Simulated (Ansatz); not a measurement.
Breaking a bond: CH, doublet.

Calculation: full CI/def2-TZVP, frozen core run with Ansatz (a program for electronic structure).

### Question
Relative to R = 1.13 Å, what are the energies at R = 0.94, 1.05, 1.30, 1.70 Å?

### Answer
66.4 kJ/mol at 0.94 Å, 8.5 kJ/mol at 1.05 Å, 29.4 kJ/mol at 1.30 Å, 163.7 kJ/mol at 1.70 Å.
